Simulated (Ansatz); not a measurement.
System: fcc Rh. Method: r²SCAN+rVV10 (plane waves, PAW; Ansatz, a first-principles code).

Numerical settings: plane-wave cutoff 560 eV, 24×24×24 k mesh, Fermi–Dirac smearing 0.05 eV, no spin polarisation, scalar-relativistic PAW data made under PBE.

Computed at the level's own relaxed cell.

**Question.** Estimate the volume per atom, bulk modulus, lattice parameter a and pressure derivative B′ of the bulk modulus that the calculation returns.

**Answer.** 
- volume per atom: 13.58 Å³/atom
- bulk modulus: 293 GPa
- lattice parameter a: 3.788 Å
- pressure derivative B′ of the bulk modulus: 5.1

The run finds no gap.

Measured, for comparison: equilibrium volume per atom 13.65 Å³/atom, lattice constant a 3.794 Å (static lattice: zero-point anharmonic expansion removed; as tabulated in Mejia-Rodriguez and Trickey (2018), arXiv:1807.09216); bulk modulus 271 GPa (corrected for temperature and zero-point phonon effects, our sources range from 271 to 289; as tabulated in Levämäki et al. (2014), arXiv:1402.3671). Computed (rounded) less measured: equilibrium volume per atom -0.5 %, bulk modulus +8 % (+1 % to +8 % over the range), lattice constant a -0.2 %.

Computed values are for the static lattice.

Cost on a shared machine: very roughly 110 core-seconds.
